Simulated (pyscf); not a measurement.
Structures and frequencies: ωB97X-D3(BJ)/def2-SVP in PySCF. Correlated levels are frozen-core, on RHF or UHF. ΔMP2 is the change of the MP2 total energy from the triple- to the quadruple-zeta basis.

### Question
Estimate the classical barrier height and the reaction energy of `[CH]1=[N][CH2][CH2]1` → `[CH]#[N]` + `[CH2]=[CH2]` at CCSD(T)/def2-TZVPP + ΔMP2(QZVPP). The step runs on the singlet surface, breaks C–C, C–N and forms none; take the reactant's lowest minimum found as zero.

### Answer
ΔE‡ = 66.9 kcal/mol, ΔE = +0.2 kcal/mol. Zero-point energy shifts the barrier by -2.2 kcal/mol. It is a cycloreversion, with an imaginary mode of 242i cm⁻¹. At the saddle there is also a short C–C contact that neither side keeps. cyclic C₃H₅N (SMILES C1=NCC1) lies 32.8 kcal/mol over its isomer H₃C–CH₂–C≡N, and others may lie lower still (electronic energy, ωB97M-D3(BJ)). This is the saddle that the search found; another between the same sides may lie lower. A restricted solution here is unstable towards spin polarisation, so biradical character is likely and single-reference numbers are less safe. The CCSD(T) − MP2 part came from Ansatz, without density fitting, on the same reference.
